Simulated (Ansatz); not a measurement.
**H3O−: geometry and frequencies at several levels**

The task here is to estimate one member of a computed series from the others.

Program: Ansatz 0.2.0. Level of theory: the levels named in each step. These are calculated values, not measurements.

## Starting point

Bond lengths: O1–H3 0.959 Å, O1–H4 1.008 Å. Angles: H3–O1–H4 101.8°.

Coordinates:

```xyz
4

O     0.0382   -0.1729    0.0681
H    -1.0305    2.0530   -0.6326
H     0.9039    0.0314   -0.2911
H    -0.4805    0.6608   -0.1580
```

Set-up of the first run:

input.yaml

```yaml
crystal:
  periodic: [false, false, false]
  atoms:
    - { symbol: O, position_ang: [0.0075038, -0.14422525, 0.06272556] }
    - { symbol: H, position_ang: [-0.98817065, 1.94472723, -0.59424023] }
    - { symbol: H, position_ang: [0.88687265, 0.02348982, -0.28144771] }
    - { symbol: H, position_ang: [-0.47506579, 0.74821821, -0.20056763] }
total_charge: -1
basis:
  gaussian: { orbitals: def2-TZVPPD.json }
hamiltonian:
  xc: pbe0
  dispersion: d4
phonons: {}
```

On the command line:

```bash
> ansatz run input.yaml --threads 2 --pin off --max-ram 5120MiB --backend cpu --events-out ev --progress --plain --runs-dir out
```

Steps of the session up to this table: Frequencies, PBE0-D4/def2-TZVPPD; Relaxation, PBE-D4/def2-TZVPPD; Frequencies, PBE-D4/def2-TZVPPD; Relaxation, r2SCAN-D4/def2-TZVPPD; Frequencies, r2SCAN-D4/def2-TZVPPD; Relaxation, B3LYP-D4/def2-TZVPPD; Frequencies, B3LYP-D4/def2-TZVPPD; Relaxation, B2PLYP/def2-TZVPPD; Frequencies, B2PLYP/def2-TZVPPD.

One of the session's tables, all rows but one given; the rest of the session is left out.

```
                level  O1–H3 (Å)  O1–H4 (Å)  highest frequency (cm⁻¹)
  PBE0-D4/def2-TZVPPD     0.9591     1.0482                      3884
   PBE-D4/def2-TZVPPD     0.9718     1.1155                      3701
r2SCAN-D4/def2-TZVPPD     0.9626     1.0811                      3809
 B3LYP-D4/def2-TZVPPD          ?          ?                         ?
   B2PLYP/def2-TZVPPD     0.9614     1.0542                      3834
```

**Question.** Estimate the row for B3LYP-D4/def2-TZVPPD.

**Answer.** O1–H3 (Å): 0.9624; O1–H4 (Å): 1.0583; highest frequency (cm⁻¹): 3816. In the column «O1–H3 (Å)» it lies between B2PLYP/def2-TZVPPD (0.9614) and r2SCAN-D4/def2-TZVPPD (0.9626).
